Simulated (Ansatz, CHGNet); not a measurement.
How well does each level of theory give the lattice parameter a of diamond-structure Ge?

Reference value: 5.644 Å (measured, static lattice: zero-point anharmonic expansion removed; as tabulated in Mejia-Rodriguez and Trickey (2018), arXiv:1807.09216).

```
level (code)                   value (Å)  error (%)
-----------------------------  ---------  ---------
CHGNet-r²SCAN                      5.682      +0.67
PBE (Ansatz)                       5.761      +2.07
r²SCAN (Ansatz)                    5.675      +0.55
B3LYP (VWN-RPA form) (Ansatz)      5.775      +2.32
```

Of the ranked levels r²SCAN (+0.55 %) comes nearest. Among them B3LYP (VWN-RPA form) (+2.32 %) misses by most. Within 1 %: CHGNet-r²SCAN, r²SCAN. All 4 levels lie above the reference.

Cutoffs and k meshes differ between the levels. Ansatz's density-functional and Hartree–Fock values are scalar-relativistic unless marked +SOC, with PAW data made under PBE.

Machine-learned potentials (CHGNet-r²SCAN) are trained on DFT data: a solid inside that data is no test of them.

Differences are worked out from the printed values.

Ansatz is a first-principles code.
